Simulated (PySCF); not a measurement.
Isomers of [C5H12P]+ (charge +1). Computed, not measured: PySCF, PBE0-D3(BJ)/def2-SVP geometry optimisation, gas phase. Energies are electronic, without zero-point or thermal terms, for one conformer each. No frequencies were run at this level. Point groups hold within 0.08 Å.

**Question.** Order them by energy at this level, lowest first, and give relative energies in kJ/mol.
A. `C[C@@H]1C[P+]1(C)C`
B. `[CH3:1]/[CH:2]=[CH:3]/[PH2+:4][CH2:5][CH3:6]` (charge +1) with C2–C3–P4–C5 -121°, C3–P4–C5–C6 -178°
C. `[CH2:1]=[CH:2][CH2:3][PH+:4]([CH3:5])[CH3:6]` (charge +1) with C1–C2–C3–P4 106°, C2–C3–P4–C5 174°
D. `[CH3:1][PH+:2]([CH3:3])[CH:4]1[CH2:5][CH2:6]1` (charge +1) with C1–P2–C4–C5 151°

**Answer.** D (0.0), C (3.0), A (8.2), B (42.4).

As drawn, the lowest has a three-membered ring, which the highest lacks. Neighbours under 21 kJ/mol apart (C[PH+](C)C1CC1 and C=CC[PH+](C)C; C=CC[PH+](C)C and C[C@@H]1C[P+]1(C)C) can change places with a better method, another conformer or zero-point energy.

| SMILES | E (Eh) | E rel (kJ/mol) | dipole about centre of mass (D) | point group | A, B, C (MHz) |
| --- | --- | --- | --- | --- | --- |
| C[PH+](C)C1CC1 | -538.25312 | 0.0 | 2.04 | Cs | 4573, 2001, 1543 |
| C=CC[PH+](C)C | -538.25196 | 3.0 | 2.83 | C1 | 5125, 1650, 1385 |
| C[C@@H]1C[P+]1(C)C | -538.25001 | 8.2 | 1.54 | C1 | 3982, 2219, 1831 |
| C/C=C/[PH2+]CC | -538.23697 | 42.4 | 0.89 | C1 | 10965, 1010, 985.3 |

**Question.** How do the relative energies change in single points at PBE0/pcSseg-1 (no added dispersion term) on the same geometries?

**Answer.** 
```csv
SMILES,PBE0-D3(BJ)/def2-SVP (kJ/mol),PBE0/pcSseg-1 (kJ/mol),shift
C[PH+](C)C1CC1,0.0,1.4,+1.4
C=CC[PH+](C)C,3.0,0.0,-3.0
C[C@@H]1C[P+]1(C)C,8.2,8.3,+0.1
C/C=C/[PH2+]CC,42.4,37.0,-5.4
```

Each column counts from its own lowest isomer. C=CC[PH+](C)C becomes the lowest; the largest shift is 5.4 kJ/mol.

**Question.** As an exercise, what shares would exp(−E/RT) give at 298.15 K from these electronic energies alone (no entropy, no degeneracies)?

**Answer.** RT = 2.479 kJ/mol: C[PH+](C)C1CC1 75.2 %, C=CC[PH+](C)C 22.0 %, C[C@@H]1C[P+]1(C)C 2.8 %, C/C=C/[PH2+]CC under 0.1 %.
